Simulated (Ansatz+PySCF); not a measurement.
Two shapes of singlet H₂S.

Shape 1:

```xyz
3

S     0.0000    0.0000   -0.0936
H     0.0000    0.8744    0.7489
H     0.0000   -0.8744    0.7489
```

Shape 2:

```xyz
3

S     0.0000    0.0000   -0.1092
H     0.0000    1.0201    0.8738
H     0.0000   -1.0201    0.8738
```

Basis set: 6-31G (spherical functions). Left uncorrelated: 5 orbitals. Charge 0, multiplicity 1.

Computed with Ansatz (development build ahead of 0.2.0); each method stands on the lowest determinant of its kind that the runs found.

Problem. Which shape is lower in energy, and by how much in each method?

Solution.

```json
{"method": "UHF", "E(2) − E(1) (eV)": "-0.580"}
{"method": "RHF-MP2", "E(2) − E(1) (eV)": "-0.787"}
{"method": "UHF-CCSD", "E(2) − E(1) (eV)": "-0.867"}
{"method": "RHF-CCSD(T)", "E(2) − E(1) (eV)": "-0.871"}
{"method": "PBE0 (unrestricted)", "E(2) − E(1) (eV)": "-0.773"}
```

Shape 2 is lower.
